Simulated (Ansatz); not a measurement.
## Reading a saddle point

A first-order saddle point of CH$_{6}$BN, singlet, PBE0-D4/def2-TZVP, with one imaginary mode of 435i cm⁻¹:

B1  (-0.481, -0.429, -0.816)
H2  (-0.985, -1.062, 0.114)
H3  (-1.362, 0.281, -1.239)
H4  (0.181, -1.098, -1.559)
N5  (0.522, 0.797, -0.169)
C6  (0.629, 0.135, 0.928)
H7  (0.055, 1.691, -0.064)
H8  (0.302, 0.509, 1.901)
H9  (1.139, -0.824, 0.904)
(Å)

Program: Ansatz 0.2.0. Basis: def2-TZVPP and def2-QZVPP. Cores are frozen in the correlated methods. Extrapolation: Hartree–Fock as exp(−7.88 √X), correlation as X^−2.97.

Task: Which contacts change along the imaginary mode, and what lies on either side? (Judge from chemistry; the calculation decides.)

Result: Computed: The step is CH₃N ([CH2][NH]) + BH₃ → CH₆BN ([BH2][NH][CH3]), with the molecules in contact on both sides. Shortening one way: B1–N5, H2–C6; lengthening the same way: B1–H2.
| pair | one side (Å) | saddle (Å) | other side (Å) |
| --- | --- | --- | --- |
| B1–N5 | 1.56 | 1.71 | 1.38 |
| H2–C6 | 2.72 | 2.17 | 1.09 |
| B1–H2 | 1.21 | 1.23 | 2.63 |

Task: Which side is lower, and how far does the saddle lie above each? (An estimate is asked for; the value comes from the calculation.)

Result: Computed: The side with B1–N5, H2–C6 short is lower by 141.2 kJ/mol; the saddle lies 254.4 kJ/mol above it and 113.2 kJ/mol above the other (CCSD(T) at an estimated basis limit (MP2 extrapolated from triple and quadruple zeta, plus CCSD(T) − MP2 in triple zeta); electronic energies).

T1 diagnostic: at most 0.017.

Labels in which every atom is bracketed show which atoms are joined, not bond orders.

For scale, one of the runs: CCSD(T)/def2-TZVPP, 177 basis functions, launched by `ansatz run in.yaml --threads 2 --pin off --events-out ev --progress --plain --max-ram 4352MiB`. Hardware: 2 CPU threads of an Arm Neoverse V1, shared host. Wall time 26 s; peak host memory 1.7 GiB.
